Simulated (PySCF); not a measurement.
Molecule: (CH3)3CCH2F (CC(C)(C)CF, C$_{5}$H$_{11}$F).

Geometry (Å), atoms numbered from 1 in this order:
```xyz
17

C    -0.618    0.592   -1.283
C    -0.005   -0.007   -0.018
C    -0.887   -1.137    0.514
C     1.401   -0.534   -0.308
C     0.082    1.096    1.030
F     0.631    0.626    2.200
H    -0.708   -0.175   -2.067
H     0.003    1.408   -1.686
H    -1.627    0.992   -1.093
H    -0.486   -1.534    1.457
H    -0.943   -1.964   -0.211
H    -1.914   -0.785    0.703
H     1.875   -0.905    0.612
H     1.367   -1.361   -1.035
H     2.044    0.257   -0.727
H    -0.924    1.493    1.257
H     0.710    1.928    0.664
```

Geometry PBE0-D3(BJ)/def2-SVP throughout; GIAO in PySCF 2.14, gas phase, one conformer, non-relativistic; equivalent atoms averaged; basis pcSseg-1.

(1) How do the absolute shieldings σ depend on the functional? (ppm; last column core-seconds on shared hosts with different chips, so compare them loosely)

(2) Which nucleus moves most, in ppm?

## Answers

(1) 
```tsv
functional	kind	C5	C2	C1/C3/C4	F6	H16/H17	H7/H8/H9/H10/H11/H12/H13/H14/H15	core-s
HF	Hartree–Fock	106.8	164.8	165.8	452.0	27.96	30.78	8
LDA	LDA	79.7	144.9	152.9	410.8	26.56	29.90	21
PBE	GGA	83.1	145.3	152.7	405.5	27.04	30.27	28
BLYP	GGA	77.1	139.1	147.5	403.4	27.19	30.42	28
BP86	GGA	82.8	144.5	152.3	406.8	27.09	30.33	28
OPBE	GGA	93.8	153.4	159.5	407.9	27.14	30.32	30
KT2	GGA	89.5	148.3	156.7	403.9	27.06	30.25	20
KT3	GGA	90.8	148.4	156.3	403.0	27.26	30.40	20
B97-D	GGA	84.6	144.5	152.1	407.4	27.26	30.46	20
B3LYP	global hybrid	83.8	145.1	151.9	417.0	27.34	30.45	17
PBE0	global hybrid	91.1	152.2	157.7	421.4	27.27	30.35	17
mPW1PW91	global hybrid	90.4	151.3	156.9	421.6	27.32	30.40	12
WP04	global hybrid	78.0	135.5	145.7	412.8	27.63	30.63	25
B97-2	global hybrid	91.5	151.3	157.2	419.4	27.37	30.45	24
BHandHLYP	global hybrid	92.6	152.8	157.4	432.7	27.54	30.52	24
CAM-B3LYP	range-separated hybrid	87.3	149.7	155.5	425.6	27.30	30.40	32
wB97X-D	range-separated hybrid	91.1	152.4	157.6	425.1	27.39	30.46	31
LC-wPBE	range-separated hybrid	95.4	158.5	162.5	432.5	27.33	30.41	44
```

(2) F6 (fluorine on an sp3 carbon): from 403.0 ppm with KT3 to 452.0 ppm with HF. The smallest spread is 0.88 ppm, at H7/H8/H9/H10/H11/H12/H13/H14/H15. Proton shifts span only some 12 ppm, so a few tenths of a ppm matter as much there as several ppm in carbon.
